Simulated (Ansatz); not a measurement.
A nudged elastic band was laid between two geometries of FH3Si + H2O (8 atoms, charge 0, multiplicity 1).

These are results of RHF/def2-SVP (Ansatz 0.2.0), not measurements.

```
movable images  : 4
climbing image  : no
spring          : 5.0 eV/Å²
optimiser       : quadratic models (default)
start path      : through a guess of the saddle point
force threshold : 0.05 eV/Å
iteration limit : 60
end points      : relaxed
```

Initial state:

```xyz
8
Properties=species:S:1:pos:R:3
Si 0.406 0.044 -0.167
F 0.223 -0.099 1.438
H 1.861 0.049 -0.418
H -0.188 1.313 -0.609
H -0.205 -1.125 -0.820
O -2.557 0.003 0.875
H -2.963 -0.850 0.883
H -2.029 0.036 1.661
```

Final state:

```xyz
8
Properties=species:S:1:pos:R:3
Si -0.031 -0.162 -0.549
F -2.007 1.078 2.651
H 1.177 -1.011 -0.458
H 0.318 1.256 -0.369
H -0.677 -0.382 -1.861
O -1.092 -0.537 0.686
H -1.443 -1.413 0.758
H -1.695 0.542 1.984
```

**Question.** What changes between the two ends?

**Answer.** Bonds broken: Si1–F2, O6–H8. Bonds formed: Si1–O6, F2–H8. FH3Si + H2O becomes FH + H4OSi.

**Question.** What energy profile does the band end with?

**Answer.** The forces met the threshold. The highest image is number 3 of 0 to 5, 1.13 eV above the first end and 0.83 eV above the last; the last end lies 0.31 eV above the first. No image climbed, so the highest image needn't sit at the top of the path. A band with more images between the same ends climbed to 1.78 eV, so this one has probably stepped over the top. The orbitals stay closed-shell, which can raise the energy where a bond breaks towards radicals; this wasn't checked here.

```json
{"image": "0", "path coordinate (Å)": "0.00", "energy (eV)": "0.00", "Si1–F2 (Å)": "1.62", "O6–H8 (Å)": "0.95", "Si1–O6 (Å)": "3.14"}
{"image": "1", "path coordinate (Å)": "1.39", "energy (eV)": "0.07", "Si1–F2 (Å)": "1.62", "O6–H8 (Å)": "0.95", "Si1–O6 (Å)": "3.47"}
{"image": "2", "path coordinate (Å)": "2.78", "energy (eV)": "0.73", "Si1–F2 (Å)": "1.65", "O6–H8 (Å)": "0.95", "Si1–O6 (Å)": "2.50"}
{"image": "3", "path coordinate (Å)": "4.17", "energy (eV)": "1.13", "Si1–F2 (Å)": "2.23", "O6–H8 (Å)": "1.51", "Si1–O6 (Å)": "1.75"}
{"image": "4", "path coordinate (Å)": "5.56", "energy (eV)": "0.32", "Si1–F2 (Å)": "3.54", "O6–H8 (Å)": "1.78", "Si1–O6 (Å)": "1.67"}
{"image": "5", "path coordinate (Å)": "6.95", "energy (eV)": "0.31", "Si1–F2 (Å)": "3.96", "O6–H8 (Å)": "1.79", "Si1–O6 (Å)": "1.67"}
```

**Question.** What is the geometry of the highest image?

**Answer.** 
```xyz
8
Properties=species:S:1:pos:R:3
Si -0.313 0.022 -0.234
F -0.319 0.708 1.885
H 0.956 -0.588 0.219
H -0.085 1.469 -0.490
H -0.675 -0.545 -1.529
O -1.724 -0.517 0.659
H -2.220 -1.305 0.480
H -1.072 0.127 1.853
```

The band took 20 iterations and of the order of 40 core-seconds.

The run took 36 s on 1 thread of Intel(R) Xeon(R) 6975P-C (Granite Rapids), with other jobs on the host, peak memory 0.14 GiB.
